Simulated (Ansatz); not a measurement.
# Scan of [H···H···F], doublet

Starting geometry:

```xyz
3

H     0.0000    0.0000   -0.9603
H     0.0000    0.0000   -0.2153
F     0.0000    0.0000    1.1757
```

From there H2 is moved from one fragment to the other while all else, the fragments' distance too, stays fixed, so the hump isn't the reaction's barrier; atoms are numbered as listed. Energies are in kJ/mol, counted from the starting geometry at the same level. Kohn–Sham curves are unrestricted where that lies lower.

Basis 6-31G; Ansatz 0.2.0. Correlated methods freeze the noble-gas cores.

In so small a basis the reference is far from its limit while semilocal and hybrid functionals are nearer theirs (RPA and double hybrids share much of the reference's basis error), so the functionals' errors here hold much of the reference's basis and frozen-core error, which can add to them or hide them.

Full CI is exact within this basis and frozen core; it isn't the basis-set limit.

```tsv
distance H1-H2 (Å)	full CI	PBE	r2SCAN	PBE0	B3LYP	r2SCAN0	wB97X-V	wB97M-V	B2PLYP	RPA-PBE
0.693	4.7	14.8	11.5	10.4	10.6	8.1	8.7	8.6	7.4	6.6
0.745	0.0	0.0	0.0	0.0	0.0	0.0	0.0	0.0	0.0	0.0
0.815	2.1	-9.6	-6.1	-4.3	-4.2	-1.9	-1.9	-2.1	-1.0	1.2
0.885	4.4	-14.3	-8.8	-5.2	-4.5	-1.5	-0.4	-1.4	-0.2	6.3
0.955	-0.1	-18.9	-13.4	-8.5	-6.2	-5.0	-2.0	-3.9	-3.9	8.8
1.026	-13.0	-25.2	-21.5	-16.6	-11.5	-14.1	-9.2	-11.8	-13.8	5.7
1.096	-29.3	-31.3	-30.0	-26.9	-18.5	-25.5	-19.3	-22.0	-26.1	-1.3
1.166	-40.9	-31.6	-32.8	-33.0	-21.1	-32.2	-25.4	-27.6	-33.7	-5.6
1.236	-36.6	-16.5	-20.1	-24.2	-9.1	-23.9	-16.6	-18.2	-25.9	3.7
```
